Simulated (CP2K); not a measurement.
**Two attempts at CH7BP− (SMILES C[BH2-]P)**

Aim: energy and gradient of CH7BP− at PM6.

The results are computed with CP2K 2026.2.

## 1. The molecule

CH7BP−: 10 atoms, total charge -1, spin state singlet. SMILES: `C[BH2-]P`. The coordinates come from a GFN2-xTB relaxation. This is one conformer, not always the lowest.

Bond lengths: C1–B2 1.638 Å, B2–P3 2.018 Å, C1–H4 1.095 Å, C1–H5 1.093 Å, C1–H6 1.093 Å, B2–H7 1.215 Å, B2–H8 1.213 Å, P3–H9 1.386 Å, P3–H10 1.387 Å. Some angles: C1–B2–P3 109.0°, C1–B2–H7 111.7°, C1–B2–H8 112.2°, P3–B2–H7 105.2°, P3–B2–H8 107.4°, B2–C1–H4 111.3°, B2–C1–H5 112.3°, B2–C1–H6 112.2°, B2–P3–H9 97.8°, B2–P3–H10 99.0°.

## 2. First attempt

File job.inp:

```
&GLOBAL
 PROJECT job
 RUN_TYPE ENERGY_FORCE
 PRINT_LEVEL MEDIUM
&END GLOBAL

&FORCE_EVAL
 METHOD QS
 &DFT
  CHARGE -1
  MULTIPLICITY 1
  &QS
   METHOD PM6
   EPS_DEFAULT 1.0E-10
   &SE
    &COULOMB
     CUTOFF [angstrom] 50
     RC_RANGE [angstrom] 0
    &END COULOMB
    &EXCHANGE
     CUTOFF [angstrom] 50
     RC_RANGE [angstrom] 0
    &END EXCHANGE
   &END SE
  &END QS
  &POISSON
   PERIODIC NONE
   POISSON_SOLVER ANALYTIC
  &END POISSON
  &SCF
   SCF_GUESS ATOMIC
   EPS_SCF 1.0E-07
   MAX_SCF 2
   &OT ON
    MINIMIZER DIIS
    PRECONDITIONER FULL_ALL
   &END OT
  &END SCF
  &PRINT
   &MOMENTS
    PERIODIC F
    REFERENCE COM
    MAX_MOMENT 1
   &END MOMENTS
   &MO_CUBES
    NLUMO 5
    NHOMO -1
    WRITE_CUBE F
   &END MO_CUBES
   &HIRSHFELD OFF
   &END HIRSHFELD
  &END PRINT
 &END DFT
 &SUBSYS
  &CELL
   ABC [angstrom] 13.9 12.9 13.1
   PERIODIC NONE
  &END CELL
  &COORD
   C     -0.888820     0.675340    -0.759280
   B     -0.262620    -0.562590     0.111070
   P      1.204330     0.147100     1.301550
   H     -1.696100     0.332490    -1.414450
   H     -0.141770     1.152530    -1.399220
   H     -1.306730     1.458730    -0.122240
   H     -1.083890    -1.040730     0.867320
   H      0.226540    -1.418380    -0.595520
   H      1.756180    -1.071550     1.665050
   H      2.192880     0.327060     0.345730
  &END COORD
  &TOPOLOGY
   &CENTER_COORDINATES
   &END CENTER_COORDINATES
  &END TOPOLOGY
 &END SUBSYS
 &PRINT
  &FORCES ON
  &END FORCES
 &END PRINT
&END FORCE_EVAL
```

Run with:

```
$ OMP_NUM_THREADS=1 cp2k.psmp -i job.inp > job.out 2>&1
```

Output:

```text
CP2K| version string:                                       CP2K version 2026.2
 CP2K| Input file name                                                   job.inp

 GLOBAL| Basis set file name                                           BASIS_SET
 GLOBAL| Potential file name                                           POTENTIAL
 GLOBAL| Coordinate file name                                      __STD_INPUT__
 GLOBAL| Method name                                                        CP2K
 GLOBAL| Project name                                                        job
 GLOBAL| Run type                                                   ENERGY_FORCE
 GLOBAL| FFT library                                                       FFTW3
 GLOBAL| Diagonalization library                                       ScaLAPACK
 GLOBAL| Global print level                                               MEDIUM
 GLOBAL| Total number of message passing processes                             1
 GLOBAL| Number of threads for this process                                    1
 GLOBAL| CPU model name                                                  UNKNOWN

[... 161 lines left out ...]
  Step     Update method      Time    Convergence         Total energy    Change
[... 11 lines left out ...]
  Total energy [eV]:                                         -358.01202117057682

  Atomic reference energy [eV]:                               415.52242242363576
  Heat of formation [kcal/mol]:                              1326.22146400414954

 *******************************************************************************
 *   ___                                                                       *
 *  /   \                                                                      *
 * [ABORT]                                                                     *
 *  \___/     SCF run NOT converged. To continue the calculation regardless,   *
 *    |             please set the keyword IGNORE_CONVERGENCE_FAILURE.         *
 *  O/|                                                                        *
 * /| |                                                                        *
 * / \                                                            qs_scf.F:702 *
 *******************************************************************************

 ===== Routine Calling Stack =====

            4 scf_env_do_scf
            3 qs_energies
            2 qs_forces
            1 CP2K

Program received signal SIGABRT: Process abort signal.

Backtrace for this error:
#0  0x41f3b9cff957 in ???
#1  0x41f3da5b4cac in __pthread_kill_implementation
#2  0x41f3da55bfb7 in raise
#3  0x41f3da545d37 in abort
#4  0x41f3ba3d2d83 in ???
#5  0x41f3ba3d4297 in ???
#6  0x41f3bb2a99ab in ???
#7  0x41f3bb2b3c7b in ???
#8  0x41f3bb12555b in ???
#9  0x41f3b9fb4d13 in ???
#10  0x41f3b9daa0cf in ???
#11  0x41f3ba68745f in ???
#12  0x41f3ba689d0b in ???
#13  0x41f3b9da0db3 in ???
#14  0x41f3b9d9ef13 in ???
#15  0x41f3da546573 in __libc_start_call_main
#16  0x41f3da546657 in __libc_start_main_impl
#17  0x41f3b9d9f06f in ???
#18  0xffffffffffffffff in ???
```

Wall time 0.36 s (1 thread of Arm Neoverse N1, shared host); peak memory 0.14 GiB.

## 3. What went wrong

No converged result was reached.

The telling line is `\___/     SCF run NOT converged. To continue the calculation regardless,`. The fault: few scf steps. Among its listed settings the sound run differs in this, and the input shows the rest: SCF iteration cap 25 in place of 2; outer scf 2 in place of 0.

## 4. Try two

File mol.inp:

```
&GLOBAL
 PROJECT_NAME mol
 RUN_TYPE ENERGY_FORCE
 PRINT_LEVEL MEDIUM
&END

&FORCE_EVAL
 METHOD QUICKSTEP
 &DFT
  CHARGE -1
  MULTIPLICITY 1
  &QS
   METHOD PM6
   EPS_DEFAULT 1.0E-10
   &SE
    &COULOMB
     CUTOFF [angstrom] 50
     RC_RANGE [angstrom] 0
    &END
    &EXCHANGE
     CUTOFF [angstrom] 50
     RC_RANGE [angstrom] 0
    &END
   &END
  &END
  &POISSON
   PERIODIC NONE
   POISSON_SOLVER ANALYTIC
  &END
  &SCF
   SCF_GUESS ATOMIC
   EPS_SCF 1.0E-07
   MAX_SCF 25
   &OT ON
    MINIMIZER DIIS
    PRECONDITIONER FULL_ALL
    STEPSIZE 0.3
   &END
   &OUTER_SCF
    EPS_SCF 1.0E-07
    MAX_SCF 2
   &END
  &END
  &PRINT
   &MOMENTS
    PERIODIC F
    REFERENCE COM
    MAX_MOMENT 1
   &END
   &MO_CUBES
    NLUMO 5
    NHOMO -1
    WRITE_CUBE F
   &END
   &HIRSHFELD OFF
   &END
  &END
 &END
 &SUBSYS
  &CELL
   ABC [angstrom] 13.9 12.9 13.1
   PERIODIC NONE
  &END
  &COORD
   C     -0.888820     0.675340    -0.759280
   B     -0.262620    -0.562590     0.111070
   P      1.204330     0.147100     1.301550
   H     -1.696100     0.332490    -1.414450
   H     -0.141770     1.152530    -1.399220
   H     -1.306730     1.458730    -0.122240
   H     -1.083890    -1.040730     0.867320
   H      0.226540    -1.418380    -0.595520
   H      1.756180    -1.071550     1.665050
   H      2.192880     0.327060     0.345730
  &END
  &TOPOLOGY
   &CENTER_COORDINATES
   &END
  &END
 &END
 &PRINT
  &FORCES ON
  &END
 &END
&END
```

Run with:

```
$ OMP_NUM_THREADS=1 cp2k.psmp -i mol.inp > mol.out 2>&1
```

Output:

```text
CP2K| version string:                                       CP2K version 2026.2
[...]
 GLOBAL| Method name                                                        CP2K
[...]
 GLOBAL| Run type                                                   ENERGY_FORCE
[...]
                             - Atoms:                                         10
[...]
                             - Spherical basis functions:                     24
[...]
 Number of electrons:                                                         20
[...]
     1 OT DIIS     0.30E+00    0.0     0.34721365       -11.3758113126 -1.14E+01
[...]
    11 OT DIIS     0.30E+00    0.0     0.00000002       -15.3020975383 -9.49E-13
  *** SCF run converged in    11 steps ***
  Core-core repulsion energy [eV]:                            891.26583039795844
  Core Hamiltonian energy [eV]:                              -657.87538694625891
  Two-electron integral energy [eV]:                        -1299.56338675201505
  Electronic energy [eV]:                                   -1307.65708032226644
  Total energy [eV]:                                         -416.39124992430800
  Atomic reference energy [eV]:                               415.52242242363576
  Heat of formation [kcal/mol]:                               -20.03563972434122
[...]
 SE_DIPOLE| Moment [Debye]         -2.33797197      -1.06663113      -0.08067141
 SE_DIPOLE| Derivative [a.u.]       0.00000000       0.00000000       0.00000000
 *** WARNING in qs_scf_post_se.F:140 :: Printing of MO cube files not ***
 *** implemented for Semi-Empirical method.                           ***
 ENERGY| Total FORCE_EVAL ( QS ) energy [hartree]            -15.302097538269205
 FORCES| Atomic forces [hartree/bohr]
 FORCES|   Atom     x               y               z               |f|
 FORCES|      1 -1.20416123E-03 -4.51017799E-04 -2.17200853E-03   2.52409239E-03
 FORCES|      2 -2.70392016E-02 -8.27996751E-03 -1.58450396E-02   3.24151441E-02
 FORCES|      3 -1.53217131E-02  2.98735041E-02  2.52478172E-02   4.20075400E-02
 FORCES|      4  3.44330494E-03 -3.55668968E-03  4.11231562E-03   6.43564528E-03
 FORCES|      5  4.24662811E-04 -3.76934201E-03  1.99242593E-03   4.28462820E-03
 FORCES|      6  1.11288917E-03 -3.93136718E-03  1.73048899E-03   4.43720209E-03
 FORCES|      7  3.38951741E-03  4.07362418E-03 -9.43748982E-03   1.08235602E-02
 FORCES|      8 -6.44144826E-03  7.43354076E-03  2.86479633E-03   1.02448447E-02
 FORCES|      9  1.21043465E-02 -3.91225156E-02  2.22682858E-02   4.66150510E-02
 FORCES|     10  2.95318033E-02  1.77302307E-02 -3.07615919E-02   4.61818582E-02
 FORCES| Sum     8.32667268E-17  2.84494650E-16 -3.74700271E-16
 FORCES| Total atomic force                                       4.77776984E-16
[...]
```

Wall time 0.76 s (1 thread of Arm Neoverse N1, shared host); peak memory 0.14 GiB.

## 5. Results

Level: PM6.

| quantity | value |
| --- | --- |
| total energy | -15.30210 Eh |
| heat of formation at this unrelaxed shape | -20.0 kcal/mol |
| largest force on an atom | 2.397 eV/Å |

**Reading.** The largest force is 2.40 eV/Å: the shape isn't a stationary point for this species at this level.
